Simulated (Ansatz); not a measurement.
One change: `F[C@@H]1O[C@H]1F` becomes `FC1CO1`.

Ansatz, PBE0-D4/def2-TZVP geometries, multiplicity 1. 

```csv
property,`F[C@@H]1O[C@H]1F`
LUMO energy (PBE0/def2-TZVPP) / eV,1.74
LUMO energy (B3LYP/def2-TZVPP) / eV,1.36
HOMO–LUMO gap (PBE/def2-TZVPP) / eV,8.33
HOMO–LUMO gap (ωB97M-V/def2-TZVPP) / eV,14.90
HOMO–LUMO gap (PBE0/def2-TZVPP) / eV,10.92
HOMO energy (PBE/def2-TZVPP) / eV,-7.55
```

**Question.** Give the same properties after the change, and the shifts. (Best estimate.)

**Answer.** Ansatz gave: 
```tsv
property	`FC1CO1`	shift
LUMO energy (PBE0/def2-TZVPP) / eV	1.72	-0.02
LUMO energy (B3LYP/def2-TZVPP) / eV	1.34	-0.02
HOMO–LUMO gap (PBE/def2-TZVPP) / eV	7.72	-0.61
HOMO–LUMO gap (ωB97M-V/def2-TZVPP) / eV	14.40	-0.50
HOMO–LUMO gap (PBE0/def2-TZVPP) / eV	10.42	-0.50
HOMO energy (PBE/def2-TZVPP) / eV	-7.01	0.54
```

B3LYP here is the variant with VWN-RPA as its local correlation; programs differ in this.
